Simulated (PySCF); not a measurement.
Consider nitrogen trifluoride, `FN(F)F` (F3N). Numbering: `[F:1][N:2]([F:3])[F:4]`

Computed at ωB97X-D3(BJ)/ma-def2-TZVP // PBE0-D3(BJ)/def2-SVP with PySCF (density fitting, grid level 2). ωB97X-D3(BJ) is ωB97X-V with D3(BJ) in place of VV10. Zero-point and thermal terms (298.15 K, 1 bar) come from unscaled PBE0-D3(BJ)/def2-SVP harmonic frequencies, with soft modes damped to free rotors in the entropy.

**Question.** What are the vertical and the adiabatic ionisation energy for forming the radical cation?

**Answer.** 13.43 eV vertical and 12.46 eV adiabatic, the latter with zero-point energy.

**Question.** Where does the unpaired spin of the relaxed radical cation sit?

**Answer.** N2 (amine nitrogen) 0.61, F3 (fluorine) 0.13, F1 (fluorine) 0.13, F4 (fluorine) 0.13 (intrinsic atomic orbital populations).

**Question.** What oxidation potential follows in acetonitrile (IEF-PCM), given that Fc+/Fc comes at 4.54 V absolute with this functional and basis?

**Answer.** In the gas phase ΔG of oxidation is 12.444 eV, and solvation is -1.6 kJ/mol for the parent and -296.4 kJ/mol for the product, so the absolute potential is 9.39 V, or 4.85 V against Fc+/Fc. Fc+/Fc in acetonitrile, 4.54 V, is ωB97X-D3(BJ)/ma-def2-TZVP on PBE0-D3(BJ)/def2-SVP structures with GFN2-xTB thermal terms. Benchmark calculations put it near 5.0 V in acetonitrile and DMSO, so it is about 0.5 V low, and the value against it can read up to that much too high. The solvent is electrostatics only, on gas-phase structures; the absolute scale refers to an electron at rest in vacuum.

**Question.** How far is −ε(HOMO) from the vertical value by ΔSCF?

**Answer.** −ε(HOMO) = 12.82 eV, which is 0.62 eV below the ΔSCF value.

Differences come from unrounded values, so a last digit can differ from that of the printed terms.
